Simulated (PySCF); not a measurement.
# How methods differ on the ionisation energy of C

C [He] 2s2 2p2 [2p1/2^2, M_J = 0] → C⁺ [He] 2s2 2p1 [2p1/2^1, M_J = 1/2], as a difference of total energies. All numbers are calculated (PySCF 2.14, the two-component X2C-1e Hamiltonian, in x2c-SVPall-2c with one added diffuse shell of s type (4s2p1d, 15 functions)). Correlated levels: 1s2 frozen. "Screened" scales the spin-orbit matrix elements by Boettger's factors to mimic the two-electron term; Breit and QED terms are absent.

```
                    method  ionisation energy (eV)
           GHF (spin-free)                  10.833
          GMP2 (spin-free)                  11.134
 GHF (screened spin-orbit)                  10.830
GMP2 (screened spin-orbit)                  11.131
```

**Question.** How much does correlation contribute at GMP2 (screened spin-orbit)?

**Answer.** 11.131 − (10.830) = 0.301 eV, measured against GHF (screened spin-orbit).

Errors of the correlated levels include the incompleteness of this basis and the frozen core.

The labels give the starting determinants; with spin-orbit coupling the two ends relaxed to ⟨J²⟩ = 2.00, ⟨L²⟩ = 2.00, ⟨S²⟩ = 2.01 and ⟨J²⟩ = 1.06, ⟨L²⟩ = 2.01, ⟨S²⟩ = 0.75.

The determinant of C and of C⁺ mixes levels of different J (the jj label is only the starting occupation), so the difference between spin-free and spin-orbit rows is not the physical spin-orbit shift.

For comparison: 11.260 eV (measured; NIST Atomic Spectra Database, ionization energies).
